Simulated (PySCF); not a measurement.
Excitation energies in several basis sets

Compound: silicon dioxide, SiO2.
SMILES: `O=[Si]=O`

TDDFT with PBE0 (PySCF), vertical singlets, core orbitals frozen in the response, spherical d and f functions. Isolated species at its PBE0-D3(BJ)/def2-SVP geometry, gas phase.

Q: Compare 6-31G*, def2-SVP, 6-31+G*, def2-SVPD, aug-cc-pVDZ, def2-TZVP, def2-TZVPD and aug-cc-pVTZ for this molecule.

A: 

| basis | functions | diffuse | S1 (eV) | S2 (eV) | S3 (eV) | S4 (eV) | S5 (eV) | LUMO (eV) | α (au) |
| --- | --- | --- | --- | --- | --- | --- | --- | --- | --- |
| 6-31G* | 46 | no | 4.21 | 4.21 | 5.74 | 5.74 | 6.20 | -3.26 | 22.7 |
| def2-SVP | 46 | no | 4.36 | 4.36 | 5.88 | 5.88 | 6.28 | -3.15 | 22.5 |
| 6-31+G* | 58 | yes | 4.33 | 4.33 | 5.74 | 5.74 | 6.26 | -3.67 | 25.9 |
| def2-SVPD | 70 | yes | 4.48 | 4.48 | 5.86 | 5.86 | 6.39 | -3.56 | 29.4 |
| aug-cc-pVDZ | 73 | yes | 4.49 | 4.49 | 5.94 | 5.94 | 6.47 | -3.44 | 28.8 |
| def2-TZVP | 99 | no | 4.33 | 4.33 | 5.67 | 5.67 | 6.25 | -3.52 | 26.9 |
| def2-TZVPD | 123 | yes | 4.31 | 4.31 | 5.63 | 5.63 | 6.23 | -3.63 | 29.8 |
| aug-cc-pVTZ | 142 | yes | 4.37 | 4.37 | 5.74 | 5.74 | 6.30 | -3.54 | 29.8 |

States are compared by their number. Against the largest diffuse basis here (aug-cc-pVTZ, itself not a converged limit), sets without diffuse functions differ by up to 0.16 eV in S1 and 0.10 eV in S5; the smaller diffuse sets differ by up to 0.12 and 0.17 eV. State by state, the largest deviation of a set without diffuse functions is S1 0.16, S2 0.16, S3 0.15, S4 0.15, S5 0.10 eV. The same number needn't mean the same state in each row. Against aug-cc-pVTZ the polarisability deviates by -24% in 6-31G*, -25% in def2-SVP, -13% in 6-31+G*, -1% in def2-SVPD, -3% in aug-cc-pVDZ, -10% in def2-TZVP, 0% in def2-TZVPD.
